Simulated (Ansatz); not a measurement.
**Elastic constant C12 of 2H MoS₂ at several levels of theory**

No measured value is used here.

```csv
level (code),value (GPa),cell (Å³/atom)
LDA (Ansatz),59.2,16.99
PBE (Ansatz),44.0,21.66
PBEsol (Ansatz),53.5,17.92
PBE-D3(BJ) (Ansatz),55.1,17.31
PBE-D4 (Ansatz),55.8,17.46
r²SCAN (Ansatz),57.0,19.02
```

The crystal itself was run without spin with LDA, PBE, PBEsol, PBE-D3(BJ), PBE-D4, r²SCAN; a magnetic state was not tried in these runs. LDA: LDA has no dispersion term either, though it tends to give short spacings of layers, chains or molecules. PBE, PBEsol, r²SCAN: the cell comes from a level without a dispersion term, which matters for the spacing of layers, chains or molecules. PBE-D3(BJ), PBE-D4: the dispersion coefficients are held fixed in the derivatives. Each level is taken at its own relaxed cell. Cutoffs differ between the levels. Ansatz's density-functional and Hartree–Fock values are scalar-relativistic unless marked +SOC, with PAW data made under PBE.

Ansatz is a first-principles code.
